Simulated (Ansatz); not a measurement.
Results of PBE-D4 (plane waves, PAW; Ansatz, a quantum-chemistry and plane-wave program) for 2H WS2.

Numerical settings: plane-wave cutoff 520 eV, 12×12×4 k mesh (along the axes of the cell as run), perturbation theory, no spin polarisation, scalar-relativistic PAW data made under PBE.

Computed at the level's own relaxed cell.

Harmonic phonon frequencies (cm⁻¹; i marks an imaginary mode; at Γ without the LO shift):

```
q point                                                              frequencies
-------  -----------------------------------------------------------------------
Γ                 0 0 0 28 28 49 291 291 294 294 350 350 350 350 411 419 431 437
M        129 132 140 147 174 177 317 320 338 340 344 353 368 369 370 372 405 405
K        145 145 150 150 182 183 338 338 350 350 351 355 356 356 358 362 393 393
A              20 20 20 20 34 34 292 292 292 292 350 350 350 350 414 414 435 435
```

No imaginary mode appears at these points.

Note: the dispersion coefficients are held fixed in the derivatives.
